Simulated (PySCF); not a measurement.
Compound: acetophenone, C8H8O.
Bonds: C1–C2, C2–O3 (double), C2–C4, C4–C5 (aromatic), C5–C6 (aromatic), C6–C7 (aromatic), C7–C8 (aromatic), C8–C9 (aromatic), C4–C9 (aromatic). Hydrogens: H10, H11, H12 on C1; H13 on C5; H14 on C6; H15 on C7; H16 on C8; H17 on C9.

Torsions of this conformer, `[CH3:1][C:2](=[O:3])[c:4]1[cH:5][cH:6][cH:7][cH:8][cH:9]1`: C1–C2–C4–C5 1°.

The closed-shell ground state was solved at several levels (PySCF, density fitting, gas phase, non-relativistic). Isolated species at its PBE0-D3(BJ)/def2-SVP geometry (one conformer only).

```csv
level,basis functions,total energy (Eh),HOMO (eV),LUMO (eV),gap (eV),dipole (D)
PBE0/pcSseg-1,193,-384.3986,-7.39,-1.66,5.73,3.09
PBE/pcSseg-1,193,-384.3757,-5.72,-2.56,3.16,2.95
B3LYP/pcJ-1,323,-384.9138,-7.10,-1.82,5.28,3.10
```

Task: Estimate the row for wB97X-D/def2-SVPD, a basis of 247 functions; the other rows only guide the guess.

Result: Total energy -384.4980 Eh, HOMO -9.35 eV, LUMO -0.01 eV, gap 9.34 eV, dipole 3.18 D.

Task: Over all these levels, which gives the widest orbital gap and which the narrowest?

Result: wB97X-D/def2-SVPD (range-separated hybrid) has the widest, 9.34 eV, and PBE/pcSseg-1 (GGA) the narrowest, 3.16 eV. Functional and basis both differ between the two, so the spread mixes both effects.

Task: How far do the dipole and the HOMO energy spread over the levels?

Result: The dipole runs from 2.95 to 3.18 D (mean 3.08 D) and the HOMO from -9.35 to -5.72 eV.

wB97X-D is run here without its empirical dispersion term; that term would change no orbital, density or response property at a fixed geometry.
